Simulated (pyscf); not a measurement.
PySCF, gas phase, ωB97X-D3(BJ)/def2-SVP geometries.

### Question
PBE/def2-TZVP puts the barrier of alane (AlH₃) + silanol (HO–SiH₃) → H₂Al–O–SiH₃ + hydrogen (H₂) (four-centre exchange; singlet surface; Al–H, H–O broken, Al–O, H–H formed) at -10.8 kcal/mol and the reaction energy at -33.5 kcal/mol, from the separated reactants. What do r²SCAN/def2-TZVP, B3LYP-D3(BJ)/def2-TZVP, ωB97M-D3(BJ)/def2-TZVP give on the same structures?

### Answer
r²SCAN: ΔE‡ = -12.4 kcal/mol, ΔE = -36.8 kcal/mol; B3LYP-D3(BJ): ΔE‡ = -9.2 kcal/mol, ΔE = -36.3 kcal/mol; ωB97M-D3(BJ): ΔE‡ = -7.6 kcal/mol, ΔE = -35.0 kcal/mol. PBE's barrier lies among them. Its reaction energy lies over all of them, by 1.5 to 3.4 kcal/mol. On the reactant side the descent ends in an adduct with a Al–O contact, 23.5 kcal/mol under the separated species and 14.3 kcal/mol under the saddle at ωB97X-D3(BJ)/def2-TZVP. At PBE, r²SCAN, B3LYP-D3(BJ), ωB97M-D3(BJ) the saddle lies under the separated reactants, which points to a path from their complex (located at ωB97X-D3(BJ) alone). What is counted as formed (Al–O) is already present as a longer contact in the reactant adduct; forming that adduct is a step of its own. At the saddle there is also a short Al–H contact that neither side keeps. One saddle was located; it need not be the lowest between these sides.
